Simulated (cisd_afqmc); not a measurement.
Input (AFQMC/CISD/aug-cc-pV(T+d)Z; cisd_afqmc is a phaseless AFQMC code with CISD trial states that reads the integrals written by Ansatz): A basis named .json is the Basis Set Exchange file of that set.

Ansatz 0.2 input:
```python
import cisd_afqmc

open("ham.yaml", "w").write("""\
crystal:
  periodic: [false, false, false]
  atoms:
    - {symbol: H, position_ang: [1.26209700, -0.22009663, 0.00000000]}
    - {symbol: S, position_ang: [0.00000000, 0.22315337, 0.00000000]}
    - {symbol: H, position_ang: [-0.50057600, -1.11544463, 0.00000000]}
    - {symbol: H, position_ang: [-0.76152100, -2.23491263, 0.00000000]}
basis:
  gaussian:
    orbitals: aug-cc-pV_T+d_Z.json
magnetization: {spin_polarized: true, initial_magnetization: 1}
correlation: {method: ccsd, electrons: outside_noble_gas, hamiltonian_folder: ham}
""")
rep = cisd_afqmc.ansatz("ham.yaml")
e_ccsd = rep["correlation"]["coupled_cluster"]["energy"]["hartree"]
out = cisd_afqmc.run("ham", e_ccsd, trial="CISD", walkers=1000, populations=1, threads=12, dt=0.005, steps=40, early=24, settle=10, least=100,
    cut=5e-5, rank_cut=2e-4, target=0.0004, seconds=1000, seed=4, memory=62639, gpu=True)
```

Output:

```
orbitals 119, occupied [5, 4], factors 533 of 694, rank of the doubles 344 of 1030
E(HF) = -399.196923
E(CCSD) on the cut factors = -399.427690, shift to the whole factors -0.000010
Energy of the trial state on the determinant = -399.427617
  tau behind 7.2 of longer steps, mean of the populations' last blocks
   2.0  -399.43899
   4.0  -399.43869
   6.0  -399.43856
   8.0  -399.43851
  10.0  -399.43897
  12.0  -399.43862
  14.0  -399.44011
  16.0  -399.43910
  18.0  -399.43869
  20.0  -399.43956
  22.0  -399.43817
blocks 100 (0 outliers left out), error by blocks joined: 1: 0.00009, 2: 0.00011, 4: 0.00014, 8: 0.00016
E(AFQMC/CISD) = -399.43890 +/- 0.00016
```

The determinant is spin-contaminated: <S^2> is 0.78, 0.03 over the pure value.
